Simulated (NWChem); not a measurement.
System: HCl cation, doublet; SMILES of the neutral closed-shell parent Cl

NWChem input:

```
start job
memory heap 200 mb stack 700 mb global 900 mb
charge 1
geometry units angstroms noautosym nocenter noautoz
  Cl     0.000000     0.000000     0.081352
  H      0.000000     0.000000    -1.264715
end
basis spherical
  * library iglo-ii
end
dft
  odft
  mult 2
  xc xpbe96 cpbe96
  iterations 150
end
property
  hyperfine
end
task dft property
```

The state is orbitally degenerate and is run as one real component. Coordinates come from a B3LYP/6-31G* (spherical d), spin-unrestricted optimisation. The spin multiplicity was typed, not searched, and may not be the lowest. No stability test was run on the SCF state.

Fermi-contact couplings, non-relativistic, static geometry.

Atoms are numbered as in the input.

Question: Predict the main results of this run. (PBE/IGLO-II, spin-unrestricted, contact and dipolar terms.) Quantities: A(iso) 35Cl atom 1 (MHz); A(iso) 1H atom 2 (MHz); <S²>.

Answer: The A(iso) 35Cl atom 1 (MHz) is -2.5, the A(iso) 1H atom 2 (MHz) is -47.5 and the <S²> is 0.753.
